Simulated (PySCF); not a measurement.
Record of a relaxation.

Compound: C3H3N3.
Bonds: C1–N2 (aromatic), N2–C3 (aromatic), C3–N4 (aromatic), N4–C5 (aromatic), C5–N6 (aromatic), C1–N6 (aromatic). Hydrogens: H7 on C1; H8 on C3; H9 on C5.

Computed by this run: PBE0-D3(BJ)/def2-SVP geometry optimisation, gas phase (PySCF 2.14.0); density fitting, grid level 1; the optimiser is geomeTRIC in internal coordinates, started from a GFN2-xTB structure. The frame can shift and turn from step to step; on so coarse a grid that alone can change the energy by a few meV, and forces under 0.02 eV/Å are noise.

Step 0: E = -7614.9139 eV, largest atomic force 0.528 eV/Å
```
atom  x, y, z in Å  |  force x, y, z in eV/Å
C1      1.155   -0.540   -0.197   -0.143   0.075  -0.017
N2      0.099   -1.336   -0.173    0.035  -0.518   0.077
C3     -1.059   -0.727   -0.363    0.136   0.097   0.002
N4     -1.214    0.570   -0.568   -0.472   0.210  -0.072
C5     -0.091    1.268   -0.572    0.013  -0.153   0.031
N6      1.119    0.768   -0.390    0.433   0.287  -0.015
H7      2.126   -0.994   -0.045    0.470  -0.221   0.073
H8     -1.952   -1.340   -0.349   -0.435  -0.298   0.002
H9     -0.169    2.336   -0.736   -0.037   0.520  -0.081
```

Step 1: E = -7614.9345 eV, largest atomic force 0.082 eV/Å
```
atom  x, y, z in Å  |  force x, y, z in eV/Å
C1      1.154   -0.586   -0.203    0.071  -0.035   0.008
N2      0.095   -1.388   -0.177    0.002  -0.020   0.003
C3     -1.068   -0.773   -0.368   -0.067  -0.046   0.003
N4     -1.227    0.531   -0.572   -0.018   0.011  -0.003
C5     -0.096    1.230   -0.577   -0.006   0.076  -0.015
N6      1.122    0.728   -0.400    0.018   0.014   0.003
H7      2.139   -1.047   -0.050   -0.047   0.022  -0.007
H8     -1.974   -1.394   -0.356    0.043   0.030   0.000
H9     -0.175    2.313   -0.743    0.004  -0.051   0.009
```

Step 2: E = -7614.9347 eV, largest atomic force under 0.02 eV/Å
```
atom  x, y, z in Å  |  force x, y, z in eV/Å
C1      1.154   -0.586   -0.204   -0.006   0.002   0.001
N2      0.094   -1.389   -0.178    0.001  -0.007   0.001
C3     -1.068   -0.773   -0.368    0.006   0.003  -0.001
N4     -1.227    0.531   -0.572   -0.006   0.003  -0.001
C5     -0.096    1.230   -0.577    0.000  -0.004   0.003
N6      1.122    0.728   -0.399    0.006   0.003  -0.002
H7      2.138   -1.047   -0.051   -0.001   0.000  -0.001
H8     -1.973   -1.393   -0.356    0.001   0.001   0.001
H9     -0.175    2.312   -0.742    0.000  -0.001   0.000
```

Question: Summarise the path.

Answer: The energy falls by 0.48 kcal/mol from step 0 to step 2; nine tenths of that is first reached at step 1. It falls at every step. The largest force goes from 0.528 to under 0.02 eV/Å. Among the bonds C5–H9 changes most (a near tie, within 0.001 Å, with another), from 1.083 to 1.097 Å; the atoms move by 0.013 Å rms after alignment.

Question: Follow the energy, the force and the coordinates that change most from start to end.

Answer: 
```json
{"step": "0", "E above end (kcal/mol)": "0.48", "largest force (eV/Å)": "0.528", "C5–H9 (Å)": "1.083", "C3–H8 (Å)": "1.083", "C1–H7 (Å)": "1.083"}
{"step": "1", "E above end (kcal/mol)": "0.00", "largest force (eV/Å)": "0.082", "C5–H9 (Å)": "1.099", "C3–H8 (Å)": "1.099", "C1–H7 (Å)": "1.099"}
{"step": "2", "E above end (kcal/mol)": "0.00", "largest force (eV/Å)": "under 0.02", "C5–H9 (Å)": "1.097", "C3–H8 (Å)": "1.097", "C1–H7 (Å)": "1.097"}
```

What follows is the cost of the whole optimisation. Hardware: one thread, Arm Neoverse V1 (aarch64), no GPU, shared host with 64 logical CPUs at a one-minute load of 27. Cost: 6.7 s wall, 0.46 GiB resident at most.
